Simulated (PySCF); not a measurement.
Compound: hydrazinium(1+), N₂H₅ (charge +1).
Cartesian coordinates in Å at the GFN2-xTB level; atoms count from 1:
```xyz
7
N2H5 angstrom
N      0.8164    0.0629   -0.3022
N     -0.5725    0.0153    0.0259
H      1.3251    0.7300    0.2708
H      1.2584   -0.8498   -0.2419
H     -0.9722    0.9587   -0.1304
H     -0.8134   -0.2880    0.9940
H     -1.0386   -0.6241   -0.6434
```

The closed-shell SCF was solved with PySCF and density fitting under several settings on one GFN2-xTB geometry (grid level 2 and gas phase unless stated).

```
         settings  basis functions  SCF cycles     E (Eh)  HOMO (eV)  LUMO (eV)
    PBE0/pcSseg-1               59          11  -112.0642     -14.23      -5.44
wB97X-D/def2-SVPD               80          12  -112.1040     -16.27      -3.62
```

Estimate the rows for these settings: (1) OPBE/pcSseg-1, IEF-PCM cyclohexane, damping 0.3 at the start, DIIS from the seventh cycle, fitting basis def2-universal-jkfit; (2) BHandHLYP/aug-cc-pVDZ, fitting basis def2-qzvpp-jkfit; (3) PBE0/def2-TZVPP, IEF-PCM methanol, grid level 3.

```json
{"settings": "OPBE/pcSseg-1, IEF-PCM cyclohexane, damping 0.3 at the start, DIIS from the seventh cycle, fitting basis def2-universal-jkfit", "basis functions": "59", "SCF cycles": "13", "E (Eh)": "-112.2141", "HOMO (eV)": "-9.61", "LUMO (eV)": "-3.14"}
{"settings": "BHandHLYP/aug-cc-pVDZ, fitting basis def2-qzvpp-jkfit", "basis functions": "91", "SCF cycles": "9", "E (Eh)": "-112.1583", "HOMO (eV)": "-15.83", "LUMO (eV)": "-5.26"}
{"settings": "PBE0/def2-TZVPP, IEF-PCM methanol, grid level 3", "basis functions": "132", "SCF cycles": "12", "E (Eh)": "-112.2551", "HOMO (eV)": "-8.64", "LUMO (eV)": "0.43"}
```

Over all rows, what range does the HOMO–LUMO gap span?

From 6.47 eV (OPBE/pcSseg-1, IEF-PCM cyclohexane, damping 0.3 at the start, DIIS from the seventh cycle, fitting basis def2-universal-jkfit) to 12.65 eV (wB97X-D/def2-SVPD). The functional of the narrowest has no exact exchange, that of the widest range-separated exact exchange.

wB97X-D ran without the empirical dispersion term, which would shift the total energy alone. Cycle counts include a coarse-grid stage where the run had one. The species at its GFN2-xTB geometry.
